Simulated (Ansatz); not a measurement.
in.yaml

```yaml
crystal:
  periodic: [false, false, false]
  atoms:
    - {symbol: Ge, position_ang: [0.000044, -0.000004, -0.024517]}
    - {symbol: H, position_ang: [1.917693, 0.022107, 0.592418]}
    - {symbol: H, position_ang: [-0.979505, 1.650771, 0.586960]}
    - {symbol: H, position_ang: [-0.941368, -1.672612, 0.587528]}
basis:
  gaussian: {orbitals: 6-31G}
magnetization: {spin_polarized: true, initial_magnetization: 1}
hamiltonian: {xc: {name: PBE0}}
output: {forces: true, orbitals: {seedname: orbitals}}
```

```sh
$ ansatz run in.yaml --threads 1 --pin off --events-out ev --progress --plain --max-ram 2393MiB
```

Q: Roughly how long does this take on 1 thread of Arm Neoverse V1, shared host, and how much host memory?

A: 1.2 s wall and 0.09 GiB.

```
346 factors; integrals over basis functions are off by at most 5.4e-4 eV
mean field evaluation 1: about -56545.6580 eV, gradient 5.4e0 eV
mean field evaluation 2: about -56545.7076 eV, gradient 6.0e0 eV
mean field evaluation 4: about -56545.8690 eV, gradient 1.7e-1 eV
mean field evaluation 8: about -56545.8752 eV, gradient 1.2e-2 eV
mean field evaluation 16: about -56545.8753 eV, gradient 4.2e-5 eV
mean field -56545.87525636 eV, -2078.0225875005 hartree, gradient 4.2e-5 eV, S^2 0.755073; 0 other end points of the search recorded, 0 dependent functions left out
the calculation of the forces begins
reference -56545.87528073 eV, -2078.0225883959 hartree; 18, 17 occupied and 17, 18 virtual orbitals, 346 factors
Total energy: -56545.87528073 eV, -2078.0225883959 hartree
Atom 0 at     0.000044    -0.000004    -0.024517 Å, force    -0.003370     0.000280     1.865195 eV/Å
Atom 1 at     1.917693     0.022107     0.592418 Å, force    -2.489946    -0.028680    -0.626208 eV/Å
Atom 2 at    -0.979505     1.650771     0.586960 Å, force     1.271414    -2.143125    -0.619125 eV/Å
Atom 3 at    -0.941368    -1.672612     0.587528 Å, force     1.221902     2.171525    -0.619862 eV/Å
Dipole moment:     0.000249    -0.000021    -0.138476 e Å
```

Forces (eV/Å):
```
Ge  -0.003  0.000  1.865
H   -2.490 -0.029 -0.626
H    1.271 -2.143 -0.619
H    1.222  2.172 -0.620
```
